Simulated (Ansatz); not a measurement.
Geometry optimisation, RKS PBE0-D4/def2-SVP (Ansatz 0.2.0).

Input:

```yaml
crystal:
  periodic: [false, false, false]
  atoms:
    - { symbol: "N", position_ang: [0.5892, 1.8247, 0.0087] }
    - { symbol: C, position_ang: [0.3785, 0.6629, -0.3493] }
    - { symbol: O, position_ang: [-0.0393, -0.0473, -1.3825] }
    - { symbol: C, position_ang: [0.4943, -0.6863, -0.0418] }
    - { symbol: "N", position_ang: [-0.6948, -1.2571, 0.7121] }
    - { symbol: H, position_ang: [0.2947, 2.4799, -0.8033] }
    - { symbol: H, position_ang: [1.3965, -1.2128, -0.0235] }
    - { symbol: H, position_ang: [-1.5306, -1.0887, 0.213] }
    - { symbol: H, position_ang: [-0.8, -0.7215, 1.6495] }
basis:
  gaussian: { orbitals: def2-SVP }
hamiltonian:
  xc: pbe0
  dispersion: d4
relax:
  f_tol: 0.015
  max_steps: 40
```

Run as:

```bash
$ ansatz run input.yaml --threads 1 --pin off --max-ram 2048MiB --backend cpu --events-out ev --progress --plain --runs-dir out
```

Task: Where does it end, and by what steps?

Result: It converged. After 16 steps the energy has fallen by 1.100 eV; H8 moved furthest, 1.16 Å.

```
step  energy less start (eV)  largest force component (eV/Å)  accepted
   0                  0.0000                           5.548       yes
   1                 -0.5529                           2.230       yes
   2                 -0.6799                           0.571       yes
   3                 -0.7041                           0.438       yes
   4                 -0.7407                           0.393       yes
   5                 -0.8212                           0.545       yes
   6                 -0.8661                           1.192       yes
   7                 -0.9873                           0.987       yes
   8                 -1.0311                           0.587       yes
   9                 -1.0403                           0.966       yes
  10                 -1.0807                           0.653       yes
  11                 -1.0949                           0.159       yes
  12                 -1.0978                           0.109       yes
  13                 -1.0994                           0.109       yes
  14                 -1.1000                           0.080       yes
  15                 -1.1004                           0.029       yes
  16                 -1.1005                           0.011       yes
```

```xyz
9
Properties=species:S:1:pos:R:3
N 0.808 1.919 0.016
C 0.432 0.779 -0.346
O -0.184 0.151 -1.333
C 0.292 -0.619 -0.039
N -0.620 -1.106 0.853
H 0.578 2.612 -0.703
H 1.092 -1.309 -0.324
H -1.003 -2.023 0.653
H -1.306 -0.450 1.205
```

Whether the end is a true minimum wasn't checked by a vibrational analysis.

The run took 51 s on 1 thread of Arm Neoverse V2, with other jobs on the host, peak memory 0.17 GiB.
